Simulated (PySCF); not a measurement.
Species: C2F2N (charge -1).
InChI=1S/C2F2N/c3-2(4)1-5/q-1

The closed-shell ground state was solved at several levels (PySCF, density fitting, gas phase, non-relativistic). Isolated species at its PBE0-D3(BJ)/def2-SVP geometry, gas phase. The geometry's basis has no diffuse functions, a weakness for an anion. Where the HOMO energy is positive, the finite basis confines the outermost electrons. No diffuse functions stand in pcJ-1, pcSseg-1 and pcSseg-2, which bears on an anion's orbital energies.

```csv
level,basis functions,total energy (Eh),HOMO (eV),LUMO (eV),gap (eV)
PBE0/pcSseg-1,85,-330.2405,0.28,5.75,5.47
CAM-B3LYP/def2-SVPD,106,-330.2845,-1.58,5.75,7.33
B97-2/pcSseg-2,180,-330.6394,0.18,5.28,5.10
```

Task: What might B3LYP/pcJ-1 (135 basis functions) give for the same quantities?

Result: Total energy -330.6156 Eh, HOMO 0.51 eV, LUMO 5.53 eV, gap 5.02 eV.

Task: Over all these levels, which gives the widest orbital gap and which the narrowest?

Result: CAM-B3LYP/def2-SVPD (range-separated hybrid) has the widest, 7.33 eV, and B3LYP/pcJ-1 (global hybrid, 20 % exact exchange) the narrowest, 5.02 eV. Functional and basis both differ between the two, so the spread mixes both effects.
